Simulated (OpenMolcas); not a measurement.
How basis sets differ on AlSiNH8 (SMILES [AlH3-][NH2+][SiH3])

AlSiNH8 has 11 atoms, charge 0, and is taken as a singlet. SMILES: `[AlH3-][NH2+][SiH3]`. The coordinates come from a PBE0-D4/def2-TZVP relaxation.

```csv
atom,x (Å),y (Å),z (Å)
Al,-0.9001,1.2111,-0.7408
N,-0.0283,0.1435,0.8027
Si,0.8762,-1.2487,0.1286
H,-0.7211,0.0919,-1.8824
H,0.0938,2.4653,-0.8067
H,-2.3772,1.4353,-0.1651
H,0.5667,0.7865,1.3167
H,-0.7685,-0.1448,1.4359
H,1.6515,-1.8829,1.2283
H,1.7948,-0.7168,-0.8967
H,-0.1225,-2.1974,-0.4001
```

Each level gives the dipole moment (D). The values are calculated.

```json
{"level": "HF/ANO-R0 (sfX2C)", "kind": "Hartree–Fock", "program": "OpenMolcas", "value (D)": "6.84", "CPU time": "3 s"}
{"level": "HF/ANO-RCC-MB (DKH2)", "kind": "Hartree–Fock", "program": "OpenMolcas", "value (D)": "5.44", "CPU time": "3.5 s"}
{"level": "HF/STO-3G", "kind": "Hartree–Fock", "program": "OpenMolcas", "value (D)": "5.32", "CPU time": "2 s"}
{"level": "HF/3-21G", "kind": "Hartree–Fock", "program": "OpenMolcas", "value (D)": "5.42", "CPU time": "2.5 s"}
{"level": "HF/ANO-RCC-VDZ (DKH2)", "kind": "Hartree–Fock", "program": "OpenMolcas", "value (D)": "5.57", "CPU time": "4.4 s"}
{"level": "HF/def2-SVP", "kind": "Hartree–Fock", "program": "OpenMolcas", "value (D)": "5.15", "CPU time": "7.7 s"}
```

The values span 5.15 to 6.84 D. Magnitudes only. Sets without polarisation functions give poor dipoles. Times are those of the runs behind each value, whatever else they computed, on shared processors of several kinds: orders of magnitude only.
